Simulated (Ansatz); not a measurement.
**CH6AlN: a ladder of functionals and wavefunction methods**

The task here is to estimate one member of a computed series from the others.

The runs use Ansatz 0.2.0, Gaussian basis; functionals in def2-TZVPP, the program's frozen cores in correlated methods.

Levels to be run: LDA (SPW92), PBE-D4, revPBE-D4, BLYP-D4, r2SCAN-D4, B97M-V, PBE0-D4, B3LYP-D4, r2SCANh-D4, r2SCAN0-D4, HSE06-D4, BHLYP-D4, CAM-B3LYP-D4, LC-ωPBE, ωB97X-V, ωB97M-V, B2PLYP, PBE-QIDH; CCSD(T)/def2-SVP; CCSD(T)/def2-TZVPP; MP2/def2-QZVPP; extrapolation to the limit; RPA on PBE.

## Structure used throughout

An earlier PBE0-D4 in a triple-zeta def2 set relaxation fixed the geometry.

9 atoms, charge 0, spin multiplicity 1.

Atoms are counted from 1 here; the program's logs count them from 0.

Bond lengths: N1–C2 1.524 Å, N1–Al3 1.999 Å, N1–H4 1.010 Å, N1–H5 1.010 Å, C2–Al3 1.952 Å, C2–H6 1.087 Å, C2–H7 1.087 Å, Al3–H8 1.589 Å, Al3–H9 1.589 Å. Angles: C2–N1–Al3 65.7°, C2–N1–H4 113.8°, C2–N1–H5 113.8°, Al3–N1–H4 123.0°, Al3–N1–H5 123.1°, H4–N1–H5 109.1°, N1–C2–Al3 68.9°, N1–C2–H6 110.5°, N1–C2–H7 110.5°, Al3–C2–H6 123.3°, Al3–C2–H7 123.1°, H6–C2–H7 110.3°, N1–Al3–C2 45.4°, N1–Al3–H8 110.6°, N1–Al3–H9 110.6°, C2–Al3–H8 118.2°, C2–Al3–H9 118.2°, H8–Al3–H9 123.4°.

Set-up of the first run:

in.yaml

```yaml
crystal:
  periodic: [false, false, false]
  atoms:
    - {symbol: N, position_ang: [-0.728506, 0.266130, -0.477100]}
    - {symbol: C, position_ang: [0.781787, 0.452334, -0.390641]}
    - {symbol: Al, position_ang: [0.149854, -0.794583, 0.971968]}
    - {symbol: H, position_ang: [-1.040521, -0.142460, -1.346752]}
    - {symbol: H, position_ang: [-1.254686, 1.110317, -0.300809]}
    - {symbol: H, position_ang: [1.025848, 1.490873, -0.182074]}
    - {symbol: H, position_ang: [1.257861, 0.130959, -1.313474]}
    - {symbol: H, position_ang: [0.130777, -2.343952, 0.620939]}
    - {symbol: H, position_ang: [-0.233913, -0.215817, 2.400843]}
basis:
  gaussian: {orbitals: def2-TZVPP}
hamiltonian: {xc: lda}
output: {orbitals: {seedname: orbitals}}
```

Run with:

```console
$ ansatz run in.yaml --threads 2 --pin off --events-out ev --progress --plain --max-ram 4352MiB
```

Steps of the session up to this table: LDA; PBE-D4 (GGA); revPBE-D4 (GGA); BLYP-D4 (GGA); r2SCAN-D4 (meta-GGA); B97M-V (meta-GGA); B3LYP-D4 (hybrid); r2SCANh-D4 (hybrid); r2SCAN0-D4 (hybrid); HSE06-D4 (hybrid); BHLYP-D4 (hybrid); CAM-B3LYP-D4 (range-separated); LC-ωPBE (range-separated); ωB97X-V (range-separated); ωB97M-V (range-separated); B2PLYP (double hybrid); PBE-QIDH (double hybrid).

One of the session's tables, all rows but one given; the rest of the session is left out.

It belongs to the step «Frontier levels by functional». 

| functional | HOMO (eV) | gap (eV) |
| --- | --- | --- |
| LDA (SPW92) | -5.70 | 4.81 |
| PBE-D4 | -5.58 | 4.84 |
| revPBE-D4 | -5.54 | 4.86 |
| BLYP-D4 | -5.47 | 4.76 |
| r2SCAN-D4 | -5.81 | 5.58 |
| B97M-V | -5.93 | 5.33 |
| PBE0-D4 | -6.82 | 6.86 |
| B3LYP-D4 | -6.62 | 6.38 |
| r2SCANh-D4 | -6.28 | 6.28 |
| r2SCAN0-D4 | -6.98 | 7.33 |
| HSE06-D4 | -6.42 | 6.09 |
| BHLYP-D4 | ? | ? |
| CAM-B3LYP-D4 | -8.21 | 9.08 |
| LC-ωPBE | -9.59 | 11.62 |
| ωB97X-V | -9.23 | 11.10 |
| ωB97M-V | -9.09 | 10.58 |

**Question.** Estimate the row for BHLYP-D4.

Worked estimate for «HOMO (eV)». Against the share of exact exchange, BLYP-D4 (0, -5.47), B3LYP-D4 (0.2, -6.62) give a slope of -5.75 per unit share; at 0.5 the line stands at -8.34.

As computed: HOMO (eV): -7.99; gap (eV): 8.70. In «HOMO (eV)» the line misses by -0.35.
